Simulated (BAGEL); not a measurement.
**CH7BP− (SMILES C[BH2-]P) at HF/STO-3G (density fitting with qzvpp-jkfit)**

What is the vertical singlet–triplet gap of CH7BP− at HF/STO-3G (density fitting with qzvpp-jkfit)? 

The calculation is run with BAGEL 1.2.2.

2 further runs of the same task are left out: 1 that didn't finish, 1 set aside as unsound or not needed. Runs told in other sessions of the task aren't counted.

## (1) Starting point

The species is CH7BP− (10 atoms), meant as a singlet with charge -1. SMILES: `C[BH2-]P`. The coordinates come from a GFN2-xTB relaxation. This is one conformer, not always the lowest.

Bond lengths: C1–B2 1.638 Å, B2–P3 2.018 Å, C1–H4 1.095 Å, C1–H5 1.093 Å, C1–H6 1.093 Å, B2–H7 1.215 Å, B2–H8 1.213 Å, P3–H9 1.386 Å, P3–H10 1.387 Å. Some angles: C1–B2–P3 109.0°, C1–B2–H7 111.7°, C1–B2–H8 112.2°, P3–B2–H7 105.2°, P3–B2–H8 107.4°, B2–C1–H4 111.3°, B2–C1–H5 112.3°, B2–C1–H6 112.2°, B2–P3–H9 97.8°, B2–P3–H10 99.0°.

## (2) A single-point energy at HF/STO-3G (density fitting with qzvpp-jkfit)

Contents of calc.json:

```json
{ "bagel" : [

{
  "title" : "molecule",
  "basis" : "sto-3g",
  "df_basis" : "qzvpp-jkfit",
  "angstrom" : true,
  "geometry" : [
    { "atom" : "C", "xyz" : [      -0.888820,       0.675340,      -0.759280 ] },
    { "atom" : "B", "xyz" : [      -0.262620,      -0.562590,       0.111070 ] },
    { "atom" : "P", "xyz" : [       1.204330,       0.147100,       1.301550 ] },
    { "atom" : "H", "xyz" : [      -1.696100,       0.332490,      -1.414450 ] },
    { "atom" : "H", "xyz" : [      -0.141770,       1.152530,      -1.399220 ] },
    { "atom" : "H", "xyz" : [      -1.306730,       1.458730,      -0.122240 ] },
    { "atom" : "H", "xyz" : [      -1.083890,      -1.040730,       0.867320 ] },
    { "atom" : "H", "xyz" : [       0.226540,      -1.418380,      -0.595520 ] },
    { "atom" : "H", "xyz" : [       1.756180,      -1.071550,       1.665050 ] },
    { "atom" : "H", "xyz" : [       2.192880,       0.327060,       0.345730 ] }
  ]
},

{
  "title" : "hf",
  "charge" : -1
},

{
  "title" : "print",
  "file" : "orbitals.molden",
  "orbitals" : true
}

]}
```

Command:

```
$ BAGEL_NUM_THREADS=1 BAGEL calc.json > calc.out
```

The log of the run:

```text
* using 1 threads per process

  ===============================================================
  ===============================================================

  *** Geometry ***

  { "atom" : "C", "xyz" : [     -1.679626,      1.276208,     -1.434831 ] },
  { "atom" : "B", "xyz" : [     -0.496280,     -1.063141,      0.209892 ] },
  { "atom" : "P", "xyz" : [      2.275854,      0.277979,      2.459573 ] },
  { "atom" : "H", "xyz" : [     -3.205164,      0.628315,     -2.672923 ] },
  { "atom" : "H", "xyz" : [     -0.267906,      2.177966,     -2.644143 ] },
  { "atom" : "H", "xyz" : [     -2.469362,      2.756600,     -0.231000 ] },
  { "atom" : "H", "xyz" : [     -2.048255,     -1.966695,      1.638997 ] },
  { "atom" : "H", "xyz" : [      0.428099,     -2.680350,     -1.125370 ] },
  { "atom" : "H", "xyz" : [      3.318699,     -2.024936,      3.146488 ] },
  { "atom" : "H", "xyz" : [      4.143943,      0.618054,      0.653335 ] },

  Number of auxiliary basis functions:      404

  Since a DF basis is specified, we compute 2- and 3-index integrals:
    o Being stored without compression. Storage requirement is 0.002 GB

  Number of basis functions:       26
  Number of electrons      :       33

    * METHOD: MOLECULE                             0.06

  *** RHF ***

  === Nuclear Repulsion ===
    96.8449287295

      * DIIS with orbital gradients will be used.

  === RHF iteration (sto-3g) ===
      0       -402.62739064          0.01055115           0.00
      1       -402.66091312          0.00222772           0.01
      2       -402.66260590          0.00044383           0.00
      3       -402.66267435          0.00004640           0.00
      4       -402.66267510          0.00000966           0.00
      5       -402.66267514          0.00000146           0.00
      6       -402.66267514          0.00000031           0.01
      7       -402.66267514          0.00000007           0.00
      8       -402.66267514          0.00000001           0.00
      9       -402.66267514          0.00000000           0.00
    * SCF iteration converged.

    * Permanent dipole moment:
           (   -0.508369,    -0.749454,    -0.207727) a.u.

    * METHOD: HF                                   0.09

    * METHOD: PRINT                                0.00

  ===============================================================
```

It took 0.3 s on 1 thread of AMD EPYC 9B45 (Zen 5), shared host.

## (3) The triplet

Contents of job.json:

```json
{ "bagel" : [

{
  "title" : "molecule",
  "basis" : "sto-3g",
  "df_basis" : "qzvpp-jkfit",
  "angstrom" : true,
  "geometry" : [
    { "atom" : "C", "xyz" : [      -0.888820,       0.675340,      -0.759280 ] },
    { "atom" : "B", "xyz" : [      -0.262620,      -0.562590,       0.111070 ] },
    { "atom" : "P", "xyz" : [       1.204330,       0.147100,       1.301550 ] },
    { "atom" : "H", "xyz" : [      -1.696100,       0.332490,      -1.414450 ] },
    { "atom" : "H", "xyz" : [      -0.141770,       1.152530,      -1.399220 ] },
    { "atom" : "H", "xyz" : [      -1.306730,       1.458730,      -0.122240 ] },
    { "atom" : "H", "xyz" : [      -1.083890,      -1.040730,       0.867320 ] },
    { "atom" : "H", "xyz" : [       0.226540,      -1.418380,      -0.595520 ] },
    { "atom" : "H", "xyz" : [       1.756180,      -1.071550,       1.665050 ] },
    { "atom" : "H", "xyz" : [       2.192880,       0.327060,       0.345730 ] }
  ]
},

{
  "title" : "uhf",
  "charge" : -1,
  "nopen" : 2
},

{
  "title" : "print",
  "file" : "orbitals.molden",
  "orbitals" : true
}

]}
```

Command:

```
$ BAGEL_NUM_THREADS=1 BAGEL job.json > job.out
```

The log of the run:

```text
* using 1 threads per process

  ===============================================================
  ===============================================================

  *** Geometry ***

  { "atom" : "C", "xyz" : [     -1.679626,      1.276208,     -1.434831 ] },
  { "atom" : "B", "xyz" : [     -0.496280,     -1.063141,      0.209892 ] },
  { "atom" : "P", "xyz" : [      2.275854,      0.277979,      2.459573 ] },
  { "atom" : "H", "xyz" : [     -3.205164,      0.628315,     -2.672923 ] },
  { "atom" : "H", "xyz" : [     -0.267906,      2.177966,     -2.644143 ] },
  { "atom" : "H", "xyz" : [     -2.469362,      2.756600,     -0.231000 ] },
  { "atom" : "H", "xyz" : [     -2.048255,     -1.966695,      1.638997 ] },
  { "atom" : "H", "xyz" : [      0.428099,     -2.680350,     -1.125370 ] },
  { "atom" : "H", "xyz" : [      3.318699,     -2.024936,      3.146488 ] },
  { "atom" : "H", "xyz" : [      4.143943,      0.618054,      0.653335 ] },

  Number of auxiliary basis functions:      404

  Since a DF basis is specified, we compute 2- and 3-index integrals:
    o Being stored without compression. Storage requirement is 0.002 GB

  Number of basis functions:       26
  Number of electrons      :       33

    * METHOD: MOLECULE                             0.06

  *** Open-shell HF ***

  === Nuclear Repulsion ===
    96.8449287295

      * DIIS with orbital gradients will be used.

  === UHF iteration (sto-3g) ===
      0       -402.28290389          0.01804738           0.01
      1       -402.31772975          0.00519493           0.01
      2       -402.32214000          0.00224438           0.01
      3       -402.32372113          0.00124748           0.01
      4       -402.32442790          0.00086920           0.01
      5       -402.32501571          0.00031887           0.01
      6       -402.32511214          0.00006832           0.01
      7       -402.32511849          0.00003536           0.01
      8       -402.32512111          0.00001798           0.01
      9       -402.32512191          0.00000760           0.01
     10       -402.32512203          0.00000453           0.01
     11       -402.32512205          0.00000363           0.01
     12       -402.32512208          0.00000239           0.01
     13       -402.32512210          0.00000153           0.01
     14       -402.32512211          0.00000092           0.01
     15       -402.32512211          0.00000037           0.01
     16       -402.32512212          0.00000015           0.01
     17       -402.32512212          0.00000008           0.01
     18       -402.32512212          0.00000005           0.01
     19       -402.32512212          0.00000004           0.01
     20       -402.32512212          0.00000003           0.01
     21       -402.32512212          0.00000002           0.01
     22       -402.32512212          0.00000002           0.01
     23       -402.32512212          0.00000002           0.01
     24       -402.32512212          0.00000001           0.01
    * SCF iteration converged.

    * S^2 (UHF) is 2.0089

    * Permanent dipole moment:
           (   -0.078357,    -1.153532,    -0.455643) a.u.

    * METHOD: UHF                                  0.26

    * METHOD: PRINT                                0.00

  ===============================================================
```

Wall time 0.48 s (1 thread of AMD EPYC 9B45 (Zen 5), shared host).

## (4) Outcome

At HF/STO-3G (density fitting with qzvpp-jkfit):

| quantity | value |
| --- | --- |
| singlet: total energy | -402.66268 Eh |
| singlet: HOMO energy | 0.00 eV |
| singlet: LUMO energy | 19.80 eV |
| singlet: HOMO–LUMO gap (to an unbound level, set by the basis) | 19.80 eV |
| triplet: total energy | -402.32512 Eh |
| triplet: ⟨S²⟩ | 2.009 |
| vertical energy of the triplet above the singlet | 9.185 eV |

In words: At this shape the triplet lies 9.19 eV (886 kJ/mol) above the singlet. For an anion a state so high probably lies above electron detachment. In a minimal basis such a difference can be off by several eV, whatever the method. The HOMO (singlet) lies at positive energy, 0.00 eV: the electron is unbound at this level or held by a compact basis; values depend on the basis.
